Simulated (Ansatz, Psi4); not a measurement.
## From Psi4 to Ansatz

Psi4 1.11 runs this on triplet CF2:

cf2.py:
```python
import psi4

psi4.set_memory(2200000000)
psi4.set_num_threads(1)
psi4.set_output_file('cf2.out', False)

m = psi4.geometry("""
0 3
F      0.59773927     1.83569885     0.53214688
C      0.72251789    -0.60191557     0.33098553
F     -1.32023826    -1.23378329    -0.86313241
units au
symmetry c1
""")

psi4.set_options({
    'reference': 'uhf',
    'puream': True,
    'e_convergence': 1e-09,
    'd_convergence': 1e-08,
    'scf_type': 'pk',
    'num_frozen_docc': 3,
    'maxiter': 100,
})

e_tot = psi4.energy("ccsd(t)/def2-TZVPP", molecule=m)
print(f'total energy {e_tot:.8f} hartree = {e_tot * 27.211386:.5f} eV')
```

```bash
$ python cf2.py
```

The coordinates come from a PBE0-D4/def2-TZVP relaxation. That shape belongs to the parent species and isn't relaxed for this state.

It gives a total energy of -237.327012 Eh.

Q: Write the same calculation for Ansatz 0.2.0 as an input file of the program's own.

A: For example:

in.yaml:
```yaml
crystal:
  periodic: [false, false, false]
  atoms:
    - {symbol: F, position_ang: [0.316310, 0.971410, 0.281600]}
    - {symbol: C, position_ang: [0.382340, -0.318520, 0.175150]}
    - {symbol: F, position_ang: [-0.698640, -0.652890, -0.456750]}
basis:
  gaussian: {orbitals: def2-TZVPP}
magnetization: {spin_polarized: true, initial_magnetization: 2}
correlation: {method: ccsd_t, frozen_orbitals: {C: 1, F: 1}}
accuracy: high
scf: {omitted_lower_state_checks: [cluster_reference, increment]}
```

```bash
$ ansatz run in.yaml --threads 1 --pin off --max-ram 3480MiB --events-out events.jsonl --progress --plain --runs-dir runs
```

Its energy is -237.327012 Eh, the same as the first but for the last digit, at most.
